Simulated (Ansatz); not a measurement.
Job for Ansatz (a first-principles code): R-SVWN5/def2-TZVPPD on H2O (SMILES O) with ghost functions. Files ending in .json are basis or fitting sets from the Basis Set Exchange.

Ansatz 0.2 input:
```yaml
crystal:
  periodic: [false, false, false]
  atoms:
    - {symbol: O, position_ang: [2.27910186, -0.07301822, -0.05780718]}
    - {symbol: H, position_ang: [2.84945786, -0.66278722, 0.43921982]}
    - {symbol: H, position_ang: [2.85109786, 0.27796978, -0.74318018]}
basis:
  gaussian:
    orbitals: def2-TZVPPD.json
    ghost_atoms:
      - {symbol: C, position_ang: [-1.01633814, 0.04293078, 0.03362982]}
      - {symbol: H, position_ang: [0.04953186, 0.01255878, 0.00903682]}
      - {symbol: C, position_ang: [-2.22821514, 0.07667178, 0.06100182]}
      - {symbol: H, position_ang: [-3.28874814, 0.10702378, 0.08560282]}
hamiltonian:
  xc: {name: SVWN5}
scf: {lower_state_search: off}
```

It printed:

```
WARN ansatz: RAYON_NUM_THREADS=1 ignored (pool sized by the plan → 1); use --threads N
Functional definition: SVWN5
these checks for a lower state are left out or cut short: stability, starts, cluster_reference, orbital_swaps, neighbouring_geometries, increment
integrals: 0.05 GiB planned
718 factors; their error is unknown
mean field: 0.51 GiB planned
mean field evaluation 1: about -2059.7907 eV, gradient 6.1e1 eV
mean field evaluation 2: about -2030.4892 eV, gradient 1.3e2 eV
mean field evaluation 4: about -2065.5565 eV, gradient 1.2e0 eV
mean field evaluation 8: about -2065.5562 eV, gradient 2.2e-1 eV
mean field -2065.55624093 eV, -75.9077917700 hartree, gradient 3.1e-6 eV, S^2 0.000000; 0 other end points of the search recorded, 0 dependent functions left out
reference -2065.55627896 eV, -75.9077931675 hartree; 5, 5 occupied and 177, 177 virtual orbitals, 718 factors
Total energy: -2065.55627896 eV, -75.9077931675 hartree
Checks for a lower state left out: stability, starts, cluster_reference, orbital_swaps, neighbouring_geometries, increment
```

The calculation finished and met its thresholds.

Cost: about 1.1 core-seconds (a rough figure).
